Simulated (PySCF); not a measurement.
Isomers of C4H4FN. Level of theory: PySCF 2.14.0, density-fitted response routines, TDDFT B3LYP/def2-SVPD, vertical, gas phase, core orbitals frozen in the response. Geometries: PBE0-D3(BJ)/def2-SVP; one conformer of each isolated species. Triplets are in the Tamm–Dancoff approximation. 'Strongest' means the level of largest summed f among the lowest 10 singlets; it needn't be the same kind of state in each.

Question: Rank by computed lowest singlet excitation energy, lowest first.
A. `[C@@H](C=C)(F)C#N`
B. `C/C=C(/F)C#N`
C. `N#CC/C=C\F`
D. `C/C(C#N)=C/F`

Answer: B (5.92 eV), D (6.09 eV), A (6.74 eV), C (6.90 eV).

```json
{"SMILES": "C/C=C(/F)C#N", "S1 (eV)": "5.92", "strongest (eV)": "5.98", "LUMO (eV)": "-1.81", "f (strongest)": "0.35", "first f ≥ 0.01 (nm)": "207", "T1 (eV)": "3.60", "S1 mainly": "H→L+1 (96%)"}
{"SMILES": "C/C(C#N)=C/F", "S1 (eV)": "6.09", "strongest (eV)": "6.09", "LUMO (eV)": "-1.69", "f (strongest)": "0.30", "first f ≥ 0.01 (nm)": "204", "T1 (eV)": "3.64", "S1 mainly": "H→L (92%)"}
{"SMILES": "C=C[C@H](F)C#N", "S1 (eV)": "6.74", "strongest (eV)": "6.82", "LUMO (eV)": "-1.57", "f (strongest)": "0.17", "first f ≥ 0.01 (nm)": "184", "T1 (eV)": "4.35", "S1 mainly": "H-1→L (64%)"}
{"SMILES": "N#CC/C=C\\F", "S1 (eV)": "6.90", "strongest (eV)": "7.79", "LUMO (eV)": "-0.68", "f (strongest)": "0.19", "first f ≥ 0.01 (nm)": "180", "T1 (eV)": "4.45", "S1 mainly": "H→L+1 (86%)"}
```

H and L stand for HOMO and LUMO.
